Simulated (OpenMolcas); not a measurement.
# SiH2Cl− (SMILES [SiH2-]Cl): a chain of runs

Wanted: a single-point energy (UHF/STO-3G), then a single-point energy (CASSCF(2,2)/STO-3G), then the energy (CASPT2(2,2)/STO-3G), then a single-point energy (SC-NEVPT2(2,2)/STO-3G), then the energy (MRCI(2,2)/STO-3G) of SiH2Cl−. 

Program for the calculation: OpenMolcas 26.06.

2 further runs of the same task are left out: 1 that didn't finish, 1 set aside as unsound or not needed.

### 1 The molecule

SiH2Cl−: 4 atoms, total charge -1, spin state singlet. SMILES: `[SiH2-]Cl`. The Si1–Cl2 distance was set to 4.007 Å, away from the relaxed value. At this shape a bond of the SMILES string is far longer than usual.

Bond lengths: Si1–H3 1.492 Å, Si1–H4 1.493 Å. Angles: H3–Si1–H4 98.8°.

### 2 The energy at UHF/STO-3G (run 1)

struct.xyz

```xyz
4

Si    -2.107921     0.846520    -0.136545
Cl     1.672110    -0.122480     0.774530
H     -2.591101    -0.562290    -0.225085
H     -1.833191     1.084130    -1.584295
```

step1.input

```
&gateway
 baslib=$CurrDir
 coord=struct.xyz
 basis=STO-3G
 group=NoSym

&seward

&scf
 uhf
 charge=-1
 scramble=0.25
 prorbitals=1 1
```

The basis set STO-3G is read from a file made from the Basis Set Exchange's data (not shown).

Launch:

```sh
$ export MOLCAS_MEM=1860
$ pymolcas step1.input > step1.log
```

Output (excerpt; [...] marks lines left out):

```text
--- Start Module: gateway ---
[...]
--- Stop Module: gateway /rc=_RC_ALL_IS_WELL_ ---
--- Start Module: seward ---
[...]
      Basis functions           20
--- Stop Module: seward /rc=_RC_ALL_IS_WELL_ ---
--- Start Module: scf ---
[...]
       Convergence after  18 Iterations
[...]
::    Total SCF energy                               -741.1547601530
[...]
      Total spin, S                                     0.1442465602
[...]
      Total electronic charge=   34.000000
      Total            charge=   -1.000000
[...]
      Dipole Moment (debye):
      Origin of the operator (angstrom)=   -0.0764    0.3067    0.3301
                   X= -7.7970E+00               Y=  1.9623E+00               Z= -1.9216E+00           Total=  8.2666E+00
      Center of Charge (angstrom)
[...]
--- Stop Module: scf /rc=_RC_ALL_IS_WELL_ ---
[...]
```

Run time: 2.4 s. Hardware: 1 thread of Intel Xeon Platinum 8488C (Sapphire Rapids), shared host; peak memory 0.37 GiB.

### 3 The energy at CASSCF(2,2)/STO-3G (run 2)

struct.xyz is that of step 2.

step2.inp

```
&GATEWAY
  BasLib
  $CurrDir
  Coord
  struct.xyz
  Basis
  STO-3G
  Group
  NoSym

&SEWARD

&RASSCF
  FileOrb
  $CurrDir/step1.UnaOrb
  Spin
  1
  Nactel
  2 0 0
  Inactive
  16
  Ras2
  2
  OrbListing
  Nothing
```

The basis set STO-3G is read from a file made from the Basis Set Exchange's data (not shown).

Launch:

```sh
$ export MOLCAS_MEM=1860
$ pymolcas step2.inp > step2.log
```

Output (excerpt; [...] marks lines left out):

```text
--- Start Module: gateway ---
[...]
--- Stop Module: gateway /rc=_RC_ALL_IS_WELL_ ---
--- Start Module: seward ---
[...]
      Basis functions           20
--- Stop Module: seward /rc=_RC_ALL_IS_WELL_ ---
--- Start Module: rasscf ---
[...]
      Number of active orbitals                  2
[...]
      Spin quantum number                      0.0
[...]
      Active orbitals                            2
[...]
      Number of CSFs                             3
[...]
      Number of root(s) required                 1
[...]
      Convergence after 12 iterations
[...]
      printout of CI-coefficients larger than  0.05 for root  1
      energy=    -741.166863
      conf/sym  11     Coeff  Weight
             1  20   0.98831 0.97676
             3  02  -0.15244 0.02324
      Natural orbitals and occupation numbers for root  1
      sym 1:   1.953525   0.046475
      ************************************************************************************************************************
      *                                                    Final results                                                     *
[...]
::    RASSCF root number  1 Total energy:   -741.16686292
[...]
      Total electronic charge=   34.000000
      Total            charge=   -1.000000
[...]
      Dipole Moment (debye):
      Origin of the operator (angstrom)=   -0.0764    0.3067    0.3301
                   X= -7.8132E+00               Y=  1.9568E+00               Z= -1.9373E+00           Total=  8.2842E+00
      Center of Charge (angstrom)
[...]
--- Stop Module: rasscf /rc=_RC_ALL_IS_WELL_ ---
[...]
```

Run time: 2 s. Hardware: 1 thread of Intel Xeon Platinum 8488C (Sapphire Rapids), shared host; peak memory 0.37 GiB.

### 4 The energy at CASPT2(2,2)/STO-3G (run 3)

struct.xyz is that of step 3.

step3.input

```
&GATEWAY
 BasLib=$CurrDir
 Coord=struct.xyz
 Basis=STO-3G
 Group=NoSym

&SEWARD

&RASSCF
 FileOrb=$CurrDir/step2.RasOrb
 Spin=1
 Nactel=2 0 0
 Inactive=16
 Ras2=2
 OrbListing=Nothing

&CASPT2
 Imaginary=0.1
 Frozen=10
```

The basis set STO-3G is read from a file made from the Basis Set Exchange's data (not shown).

Launch:

```sh
$ export MOLCAS_MEM=1860
$ pymolcas step3.input > step3.log
```

Output (excerpt; [...] marks lines left out):

```text
--- Start Module: gateway ---
[...]
--- Stop Module: gateway /rc=_RC_ALL_IS_WELL_ ---
[...]
      Basis functions           20
[...]
--- Start Module: rasscf ---
[...]
      Number of active orbitals                  2
[...]
      Spin quantum number                      0.0
[...]
      Active orbitals                            2
[...]
      Number of CSFs                             3
[...]
      Number of root(s) required                 1
[...]
      Convergence after  4 iterations
[...]
      printout of CI-coefficients larger than  0.05 for root  1
      energy=    -741.166863
      conf/sym  11     Coeff  Weight
             1  20   0.98831 0.97676
             3  02  -0.15244 0.02324
      Natural orbitals and occupation numbers for root  1
      sym 1:   1.953526   0.046474
      ************************************************************************************************************************
      *                                                    Final results                                                     *
[...]
::    RASSCF root number  1 Total energy:   -741.16686292
[...]
      Total electronic charge=   34.000000
      Total            charge=   -1.000000
[...]
      Dipole Moment (debye):
      Origin of the operator (angstrom)=   -0.0764    0.3067    0.3301
                   X= -7.8131E+00               Y=  1.9568E+00               Z= -1.9373E+00           Total=  8.2841E+00
      Center of Charge (angstrom)
[...]
--- Stop Module: rasscf /rc=_RC_ALL_IS_WELL_ ---
--- Start Module: caspt2 ---
[...]
 ###    WARNING: User changed nr of frozen orbitals.                         ###
 ###############################################################################
[...]
      E2 (Variational):          -0.0254259040
      Total energy:            -741.1922888215
[...]
      Reference weight:           0.98658
[...]
::    CASPT2 Root  1     Total energy:   -741.19228882
[...]
--- Stop Module: caspt2 /rc=_RC_ALL_IS_WELL_ ---
[...]
```

Wall time 1.9 s (1 thread of Intel Xeon Platinum 8488C (Sapphire Rapids), shared host); peak memory 0.37 GiB.

### 5 A single-point energy at SC-NEVPT2(2,2)/STO-3G (run 4)

struct.xyz is that of step 4.

step4.inp

```
&GATEWAY
  BASLIB
  $CurrDir
  COORD
  struct.xyz
  BASIS
  STO-3G
  GROUP
  NoSym

&SEWARD

&RASSCF
  FILEORB
  $CurrDir/step2.RasOrb
  SPIN
  1
  NACTEL
  2 0 0
  INACTIVE
  16
  RAS2
  2
  ORBLISTING
  Nothing

&CASPT2
  SC-NEVPT2
  FROZEN
  10
```

The basis set STO-3G is read from a file made from the Basis Set Exchange's data (not shown).

Launch:

```sh
$ export MOLCAS_MEM=1860
$ pymolcas step4.inp > step4.log
```

Output (excerpt; [...] marks lines left out):

```text
--- Start Module: gateway ---
[...]
--- Stop Module: gateway /rc=_RC_ALL_IS_WELL_ ---
[...]
      Basis functions           20
[...]
--- Start Module: rasscf ---
[...]
      Number of active orbitals                  2
[...]
      Spin quantum number                      0.0
[...]
      Active orbitals                            2
[...]
      Number of CSFs                             3
[...]
      Number of root(s) required                 1
[...]
      Convergence after  4 iterations
[...]
      printout of CI-coefficients larger than  0.05 for root  1
      energy=    -741.166863
      conf/sym  11     Coeff  Weight
             1  20   0.98831 0.97676
             3  02  -0.15244 0.02324
      Natural orbitals and occupation numbers for root  1
      sym 1:   1.953526   0.046474
      ************************************************************************************************************************
      *                                                    Final results                                                     *
[...]
::    RASSCF root number  1 Total energy:   -741.16686292
[...]
      Total electronic charge=   34.000000
      Total            charge=   -1.000000
[...]
      Dipole Moment (debye):
      Origin of the operator (angstrom)=   -0.0764    0.3067    0.3301
                   X= -7.8131E+00               Y=  1.9568E+00               Z= -1.9373E+00           Total=  8.2841E+00
      Center of Charge (angstrom)
[...]
--- Stop Module: rasscf /rc=_RC_ALL_IS_WELL_ ---
--- Start Module: caspt2 ---
[...]
 ###    WARNING: User changed nr of frozen orbitals.                         ###
 ###############################################################################
[...]
      E2 (Variational):          -0.0238433684
[...]
      E2 (Variational):          -0.0238426048
      Total energy:            -741.1907055223
[...]
      Reference weight:           0.98827
[...]
::    SC-NEVPT2 Root  1     Total energy:   -741.19070552
[...]
--- Stop Module: caspt2 /rc=_RC_ALL_IS_WELL_ ---
[...]
```

Run time: 2.2 s. Hardware: 1 thread of Intel Xeon Platinum 8488C (Sapphire Rapids), shared host; peak memory 0.37 GiB.

### 6 The energy at MRCI(2,2)/STO-3G (run 5)

struct.xyz is that of step 5.

step5.input

```
* ClH2Si MRCI
&gateway
baslib
$CurrDir
coord
struct.xyz
basis
STO-3G
group
NoSym
&seward
&rasscf
fileorb
$CurrDir/step2.RasOrb
spin
1
nactel
2 0 0
inactive
16
ras2
2
orblisting
Nothing
&motra
lumorb
frozen
10
&guga
electrons
14
spin
1
inactive
6
active
2
ciall
1
&mrci
sdci
```

The basis set STO-3G is read from a file made from the Basis Set Exchange's data (not shown).

Launch:

```sh
$ export MOLCAS_MEM=1860
$ pymolcas step5.input > step5.log
```

Output (excerpt; [...] marks lines left out):

```text
--- Start Module: gateway ---
[...]
--- Stop Module: gateway /rc=_RC_ALL_IS_WELL_ ---
[...]
      Basis functions           20
[...]
      Number of active orbitals                  2
[...]
      Spin quantum number                      0.0
[...]
      Active orbitals                            2
[...]
      Number of CSFs                             3
[...]
      Number of root(s) required                 1
[...]
      Convergence after  4 iterations
[...]
      printout of CI-coefficients larger than  0.05 for root  1
      energy=    -741.166863
      conf/sym  11     Coeff  Weight
             1  20   0.98831 0.97676
             3  02  -0.15244 0.02324
      Natural orbitals and occupation numbers for root  1
      sym 1:   1.953526   0.046474
      ************************************************************************************************************************
      *                                                    Final results                                                     *
[...]
::    RASSCF root number  1 Total energy:   -741.16686292
[...]
      Dipole Moment (debye):
      Origin of the operator (angstrom)=   -0.0764    0.3067    0.3301
                   X= -7.8131E+00               Y=  1.9568E+00               Z= -1.9373E+00           Total=  8.2841E+00
      Center of Charge (angstrom)
[...]
      *** WARNING: Default frozen orbitals is overwritten by user input.
      *** Default values:   7
[...]
--- Start Module: guga ---
[...]
--- Stop Module: guga /rc=_RC_ALL_IS_WELL_ ---
--- Start Module: mrci ---
[...]
       (But an ACPF correction will be computed)
       USE THE DEFAULT ACPF G-VALUE GFAC=  0.14285714285714285
[...]
                      CI ENERGY:  -741.20480761
[...]
                ACPF CORRECTION:    -0.00101826
[...]
      Total electronic charge=   34.000000
      Total            charge=   -1.000000
[...]
     ACPF CORRECTION:     -0.00101826
[...]
  CI State   1     Total energy:   -741.20480761     QDav:     -0.00119331     QACPF:     -0.00101826
[...]
--- Stop Module: mrci /rc=_RC_ALL_IS_WELL_ ---
[...]
```

Wall time 2.6 s (1 thread of Intel Xeon Platinum 8488C (Sapphire Rapids), shared host); peak memory 0.37 GiB.

### 7 Summary of results

| quantity | value |
| --- | --- |
| run 1, UHF/STO-3G: total energy | -741.15476 Eh |
| run 1, UHF/STO-3G: HOMO energy | 1.34 eV |
| run 1, UHF/STO-3G: LUMO energy | 9.91 eV |
| run 1, UHF/STO-3G: HOMO–LUMO gap (to an unbound level, set by the basis) | 8.57 eV |
| run 1, UHF/STO-3G: ⟨S²⟩ | 0.165 |
| run 2, CASSCF(2,2)/STO-3G: total energy | -741.16686 Eh |
| run 3, CASPT2(2,2)/STO-3G: total energy | -741.19229 Eh |
| run 4, SC-NEVPT2(2,2)/STO-3G: total energy | -741.19071 Eh |
| run 5, MRCI(2,2)/STO-3G: total energy | -741.20481 Eh |

What this shows: ⟨S²⟩ (run 1, UHF/STO-3G) is 0.17 where a pure singlet has 0.00: the reference is spin-contaminated. Mulliken charges (run 1, UHF/STO-3G) run from -0.99 on Cl2 to +0.46 on Si1. The HOMO (run 1, UHF/STO-3G) lies at positive energy, 1.34 eV: the electron is unbound at this level or held by a compact basis; values depend on the basis. Mulliken charges (run 2, CASSCF(2,2)/STO-3G) run from -0.99 on Cl2 to +0.47 on Si1. Mulliken charges (run 3, CASPT2(2,2)/STO-3G) of the CASSCF density run from -0.99 on Cl2 to +0.47 on Si1.
